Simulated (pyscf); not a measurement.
Structures and frequencies: ωB97X-D3(BJ)/def2-SVP in PySCF.

Estimate the classical barrier height and the reaction energy of H₂P–GeH₃ (SMILES [PH2][GeH3]) → HP=GeH₂ (SMILES [PH]=[GeH2]) + H₂ (SMILES [H][H]) at PBE0-D3(BJ)/def2-TZVP. The step runs on the singlet surface, breaks H–P, Ge–H and forms H–H; take the reactant's lowest minimum found as zero.

ΔE‡ = 68.5 kcal/mol, ΔE = +36.8 kcal/mol. ωB97M-D3(BJ)/def2-TZVP gives 72.4 kcal/mol and +36.6 kcal/mol. Zero-point energy shifts the barrier by -2.7 kcal/mol. It is an elimination, with an imaginary mode of 1585i cm⁻¹. At the saddle there is also a short Ge–H contact that neither side keeps. The same reactants have a lower exit, to H₂P–GeH: [singlet] + H₂ (barrier +53.2 kcal/mol at ωB97M-D3(BJ)/def2-TZVP, against +72.4 kcal/mol here). This is the saddle that the search found; another between the same sides may lie lower. Elements up to Kr have no core potential and no relativistic terms here.
